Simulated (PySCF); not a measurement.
**Partial charges of cyclopropylisocyanide**

Cyclopropylisocyanide, C4H5N.
Geometry (PBE0-D3(BJ)/def2-TZVP, Å), atoms numbered from 1 in this order:
```xyz
10
C4H5N angstrom
C      2.655   -0.750   -0.311
N      1.587   -0.491    0.078
C      0.312   -0.188    0.543
C     -0.441    0.940   -0.094
C     -0.867   -0.473   -0.338
H      0.202   -0.339    1.610
H      0.058    1.460   -0.900
H     -1.040    1.563    0.557
H     -0.652   -0.902   -1.308
H     -1.764   -0.841    0.142
```

Density: PBE0/pcSseg-2 (PySCF); schemes: Mulliken, IAO, Hirshfeld and ESP-fitted. Isolated species at its PBE0-D3(BJ)/def2-TZVP geometry, gas phase.

Question: Tabulate the Mulliken, IAO, Hirshfeld and ESP-fitted charges.

Answer: In e:

```csv
atom,environment,Mulliken,IAO,Hirshfeld,ESP-fitted
C1,isocyanide carbon,+0.075,-0.104,-0.110,-0.471
N2,isocyanide nitrogen,-0.398,-0.108,-0.070,+0.440
C3,sp3 carbon bound to nitrogen,+0.083,-0.049,+0.021,-0.262
C4,three-membered-ring carbon,-0.078,-0.296,-0.083,-0.328
C5,three-membered-ring carbon,-0.079,-0.296,-0.083,-0.306
H6,methine hydrogen,+0.078,+0.178,+0.071,+0.196
H7,methylene hydrogen,+0.087,+0.173,+0.064,+0.191
H8,methylene hydrogen,+0.072,+0.165,+0.062,+0.181
H9,methylene hydrogen,+0.087,+0.173,+0.064,+0.184
H10,methylene hydrogen,+0.072,+0.165,+0.062,+0.175
```

Mean size of the charges over all atoms: ESP-fitted 0.273 e, IAO 0.171 e, Mulliken 0.111 e, Hirshfeld 0.069 e. Each set sums to the total charge, 0, to within 0.001 e. The Hirshfeld scheme weights the molecular density at each point by an atom's share of the summed free-atom densities. The ESP scheme fits charges at the nuclei, held to the total charge, to the electrostatic potential on points at 1.4 to 2.0 times the van der Waals radii.

Lowest charge. The schemes don't all agree: Mulliken N2 (-0.398); IAO C4 and C5 (-0.296); Hirshfeld C1 (-0.110); ESP-fitted C1 (-0.471).

Highest charge. The schemes don't all agree: Mulliken H7 and H9 (+0.087); IAO H6 (+0.178); Hirshfeld H6 (+0.071); ESP-fitted N2 (+0.440).

Question: How many electrons does the ESP-fitted scheme count on C5?

Answer: Z − q = 6 − (-0.306) = 6.306.

Question: How closely do the schemes follow one another over all atoms?

Answer: Correlation coefficient and root-mean-square difference: IAO with Hirshfeld 0.91, 0.124 e; IAO with ESP-fitted 0.66, 0.220 e; Hirshfeld with ESP-fitted 0.61, 0.256 e; Mulliken with Hirshfeld 0.57, 0.121 e; Mulliken with IAO 0.53, 0.164 e; Mulliken with ESP-fitted -0.25, 0.359 e.
